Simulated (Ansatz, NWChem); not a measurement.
**PN (phosphorus nitride): methods side by side**

PN has 2 atoms, charge 0, and is taken as a singlet. As SMILES, `N#P`. Geometry: the measured bond length.

```
atom   x (Å)   y (Å)   z (Å)
   N  0.0000  0.0000  0.0000
   P  0.0000  0.0000  1.4909
```

Each level gives the electronic atomisation energy (eV). The values are calculated. Electronic energies at fixed atoms, without zero-point motion or spin-orbit coupling.

| level | kind | program | value (eV) | CPU time (all runs) |
| --- | --- | --- | --- | --- |
| SVWN5/aug-cc-pVTZ | LDA | NWChem | 7.65 | 52 s |
| r2SCAN/aug-cc-pVTZ | meta-GGA | NWChem | 5.92 | 65 s |
| PBE0/aug-cc-pVTZ | global hybrid | NWChem | 5.90 | 57 s |
| r2SCAN0/aug-cc-pVTZ | hybrid meta-GGA | Ansatz | 5.33 | 8 s |
| wB97M-V/aug-cc-pVTZ | range-separated hybrid | Ansatz | 6.28 | 24 s |
| B2PLYP/aug-cc-pVTZ | double hybrid | NWChem | 6.32 | 60 s |
| RPA@PBE0/aug-cc-pVTZ | RPA | Ansatz | 5.59 | 5.8 s |
| MP2/aug-cc-pVTZ | perturbation theory | NWChem | 6.34 | 3 min |
| BCCD(T)/aug-cc-pVTZ | coupled cluster or CI | Ansatz | 5.83 | 7 s |
| FCI/STO-3G | exact in the basis | Ansatz | 4.86 | 0.17 s |

The values span 4.86 to 7.65 eV. High-level rows in very small sets aren't better than simpler rows in larger ones. CPU times are rough (shared hosts, several kinds of processor): they show what a rung costs within a factor of a few.
